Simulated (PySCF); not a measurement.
## NMR data sheet: 2-methoxyacetamide

```yaml
Formula: C3H7NO2
SMILES: COCC(N)=O
Degrees_of_unsaturation: 1
Carbon_signals: 3
Proton_signals: 4
```

Atoms are numbered as in `[CH3:1][O:2][CH2:3][C:4]([NH2:5])=[O:6]` (H(Xn): hydrogen on atom n). Ha(N5) is cis to the C=O or C=S heteroatom; Hb(N5) is trans to the C=O or C=S heteroatom.

Non-relativistic, in vacuum, rapidly exchanging positions averaged, a single conformation. GIAO PBE0/pcSseg-1 shieldings; J couplings at B3LYP/pcJ-1 (spin–dipole term only in couplings to heteroatoms); PBE0-D3(BJ)/def2-SVP structure; PySCF 2.14.0 with density-fitted response routines.

References, each an isolated molecule treated in the same way: TMS for 1H and 13C; 15N against NH3; H2O for 17O.

| carbon | δC, type | δH (multiplicity, J in Hz) | HMBC from (abs. J ≥ 3 Hz) | span of the C tensor (ppm) |
| --- | --- | --- | --- | --- |
| C1 | 58.6, CH3 | 3.35 (s) | – | 86 |
| C3 | 73.2, CH2 | 3.47 (s) | H(C1) | 72 |
| C4 | 168.2, C | – | H(C3) | 170 |

Other nuclei:
| atoms | nucleus | environment | δ (ppm) | σ (ppm) |
| --- | --- | --- | --- | --- |
| Hb(N5) | 1H | hydrogen on an amide-type nitrogen | 5.97 | 25.29 |
| Ha(N5) | 1H | hydrogen on an amide-type nitrogen | 4.30 | 26.97 |
| N5 | 15N | amide-type nitrogen | 112.0 | 153.7 |
| O6 | 17O | amide-type carbonyl oxygen | 392.6 | -58.0 |
| O2 | 17O | ether oxygen | 9.9 | 324.6 |

Selected couplings (Hz, signed; the shortest-range and largest first, 30 at most; isotopes 13C, 1H, 15N): 1J(C3,H(C3)) 148.1, 1J(C1,H(C1)) 146.4, 1J(C3,C4) 58.3, 1J(C4,N5) -18.7, 2J(C3,N5) -8.6, 2J(C1,C3) -2.1, 3J(C1,C4) 6.5.

- Carbon types of the structure: 1 × C, 1 × CH2, 1 × CH3, leaving 2 H on heteroatoms.
- δC 168.2: amide carbonyl carbon; it is a carbonyl in resonance with an O or N lone pair, the region of acids, esters and amides.
- δC 73.2: sp3 CH2 bonded to O, α to a carbonyl; pulled downfield by the heteroatom.
- δC 58.6: methyl carbon bonded to O; deshielded by the electronegative neighbour.
- δH 3.47: hydrogen on an sp3 CH2 bonded to O, α to a carbonyl; its carbon carries O, which withdraws density.
- δH 3.35: hydrogen on a methyl carbon bonded to O; its carbon carries O, which withdraws density.

Exchangeable OH/NH protons stand at their gas-phase positions; hydrogen bonding in a real sample shifts them, mostly to higher δ. Rotation about the amide-type C–N bond is slow at room temperature, so the two groups on nitrogen are listed apart. Shifts are as computed. Against solution values, carbons near 30 ppm lie about +2 ppm off and those near 130 ppm about +5 ppm. Of 1211 compounds with measured shifts, 218 miss one by over three times the rms of a fit or turn the order of signals round; such compounds aren't used in these exercises. Hydrogen bonding in solution shields acid and N–H amide carbonyl oxygens by tens of ppm. Hydrogen bonding in solution deshields acid and N–H amide carbonyl carbons by as much as 10 ppm beyond these values. Unscaled 17O shifts of doubly bonded oxygen tend to come out too high, by tens of ppm or more. Experimental scales use liquid or dissolved standards, which lie at an offset from isolated NH3 (liquid NH3: subtract about 20 ppm) and H2O (liquid H2O: subtract about 36 ppm).
